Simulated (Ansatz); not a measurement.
hcp Re

The numbers are results of PBEsol in Ansatz (PAW), not measurements.

Run with plane-wave cutoff 500 eV, 12×12×1 k mesh (along the axes of the cell as run), Fermi–Dirac smearing 0.1 eV, scalar-relativistic PAW data made under PBE.

Cell: relaxed at this level.

- surface energy of the (11-20) face = 3.53 J/m²
- work function of the (11-20) face = 4.59 eV

The slab of 20 atoms is relaxed and unreconstructed.

Spin–orbit coupling is not included.

The computed numbers hold no vibrational or temperature effects.

It cost roughly 80 core-minutes of CPU time.

Ansatz is an electronic-structure program.
